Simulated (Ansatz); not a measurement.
# AlCCl (triplet): wave-function methods side by side, def2-QZVPP

One table from this session's results is given with a row withheld; the runs are named, their logs left out.

Method: def2-QZVPP, core rule «outside noble gas», up to 11 orbitals frozen; program: Ansatz 0.2.0, Gaussian basis.

The runs, in order: UHF; ROHF; CCSD(T) on UHF.

2 further runs of the same task are left out: 2 set aside as unsound or not needed.

### The system

The geometry is a PBE0/def2-TZVP stationary point (not a proven minimum) of the parent state, kept for this charge and spin.

3 atoms, charge 0, spin multiplicity 3.

Atoms are counted from 1 here; the program's logs count them from 0.

Bond lengths: Al1–C2 1.911 Å, C2–Cl3 1.634 Å. Angles: Al1–C2–Cl3 147.4°.

Geometry (Å):

```xyz
3
charge 0, multiplicity 3
Al    0.0000   -0.0844    1.9185
C     0.0000    0.4145    0.0736
Cl    0.0000   -0.0762   -1.4850
```

Set-up of the first run:

in.yaml

```yaml
crystal:
  periodic: [false, false, false]
  atoms:
    - {symbol: Al, position_ang: [0.000000, -0.084423, 1.918457]}
    - {symbol: C, position_ang: [0.000000, 0.414488, 0.073585]}
    - {symbol: Cl, position_ang: [0.000000, -0.076169, -1.484972]}
basis:
  gaussian: {orbitals: "def2-QZVPP.json"}
magnetization: {spin_polarized: true, initial_magnetization: 2}
hamiltonian: {xc: hf}
output: {orbitals: {seedname: orbitals}}
```

Started as:

```console
ansatz run in.yaml --threads 1 --pin off --events-out ev --progress --plain --max-ram 2393MiB
```

Steps of the session up to this table: UHF; ROHF; CCSD(T) on UHF.

One table of the session follows, with a row left open; its other results are not shown here.

| method | from UCCSD(T) (meV) |
| --- | --- |
| ROHF | +12077.0 |
| UHF | ? |
| UMP2 | +1655.5 |
| UCCSD | +570.0 |
| UCCSD(T) | 0 |

**Question.** Estimate the row for UHF.

As computed: from UCCSD(T) (meV): +11739.3. In the column «from UCCSD(T) (meV)» it lies between UMP2 (+1655.5) and ROHF (+12077.0).
